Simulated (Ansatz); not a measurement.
# Strength of the N–C bond: C2H5N → CH3 + CH2N

Species: C2H5N (N-methylmethanimine) `C=NC`, singlet; CH3 (methyl radical) `[CH3]`, doublet; CH2N `C=[N]`, doublet. 

Shapes, held fixed at every level: PBE0-D4/def2-TZVP. Programs: Ansatz 0.2.0. The zero-point and thermal change to 298 K, harmonic and unscaled (PBE0-D4/def2-TZVP), is -26.5 kJ/mol.

```tsv
level	kind	ΔH(298 K) (kJ/mol)	CPU time (sum over the molecules)
HF/def2-TZVPP	Hartree–Fock	+151.3	–
SPW92/def2-TZVPP	LDA	+388.3	3.3 s
PBE-D4/def2-TZVPP	GGA	+308.9	6.1 s
r2SCAN-D4/def2-TZVPP	meta-GGA	+274.0	10 s
BHLYP-D4/def2-TZVPP	global hybrid	+271.9	6.4 s
wB97M-V/def2-TZVPP	range-separated hybrid	+305.7	20 s
wB97X-V/def2-TZVPP	range-separated hybrid	+304.7	16 s
B2PLYP/def2-TZVPP	double hybrid	+292.2	10 s
```

B2PLYP/def2-TZVPP gives ΔH(298 K) = +292.2 kJ/mol; the levels span +151.3 to +388.3. The median of the levels is +298.5. Hartree–Fock misses the correlation of the pair that is broken and comes out low. No measured value is set beside it here. Spin contamination: CH2N (⟨S²⟩ up to 0.93). Open shells run unrestricted unless RO is named. Times are processor times on shared x86 and Arm servers, and rough.
